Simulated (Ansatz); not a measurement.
Ansatz (an electronic-structure program) input (PBE-QIDH/def2-TZVPD):

Ansatz 0.2 input:
```yaml
crystal:
  periodic: [false, false, false]
  atoms:
    - {symbol: N, position_ang: [0.01213582, 0.03594258, 1.43484202]}
    - {symbol: C, position_ang: [-0.01076327, 0.04402648, -1.35230364]}
    - {symbol: C, position_ang: [0.01775233, 1.27745360, 0.81209974]}
    - {symbol: C, position_ang: [-0.00350109, -1.09449745, 0.72498945]}
    - {symbol: C, position_ang: [-0.01557349, -1.16690233, -0.66385173]}
    - {symbol: C, position_ang: [0.00549068, 1.21962009, -0.61501389]}
    - {symbol: H, position_ang: [-0.01964327, 0.05668285, -2.44312951]}
    - {symbol: H, position_ang: [-0.00681822, -2.02556725, 1.30061357]}
    - {symbol: H, position_ang: [-0.02808054, -2.12467032, -1.17531637]}
    - {symbol: H, position_ang: [0.00916037, 2.16375436, -1.16158136]}
basis:
  gaussian:
    orbitals: def2-TZVPD
hamiltonian:
  xc: {name: PBE-QIDH}
total_charge: -1
magnetization: {spin_polarized: false}
correlation: {electrons: outside_noble_gas}
```

End of the output:

```
integrals: 0.70 GiB planned
1713 factors; integrals over basis functions are off by at most 1.2e-3 eV
mean field: 1.72 GiB planned
mean field evaluation 1: about -6718.7400 eV, gradient 2.8e1 eV
mean field evaluation 2: about -6718.8391 eV, gradient 2.8e1 eV
mean field evaluation 4: about -6721.1047 eV, gradient 6.3e0 eV
mean field evaluation 8: about -6721.2127 eV, gradient 5.1e-1 eV
mean field evaluation 16: about -6721.2135 eV, gradient 7.4e-4 eV
mean field -6721.21354141 eV, -247.0000418448 hartree, gradient 5.2e-6 eV, S^2 0.000000; 0 other end points of the search recorded, 0 dependent functions left out
6 core orbitals not correlated
reference -6721.21355609 eV, -247.0000423840 hartree; 15, 15 occupied and 237, 237 virtual orbitals, 1713 factors
second order -30.49053308 eV of doubles, -0.00000000 eV of singles
Total energy: -6731.37706711 eV, -247.3735445252 hartree
```

It need not be the lowest isomer of its formula. Whether it binds its extra electron was not tested at this geometry.
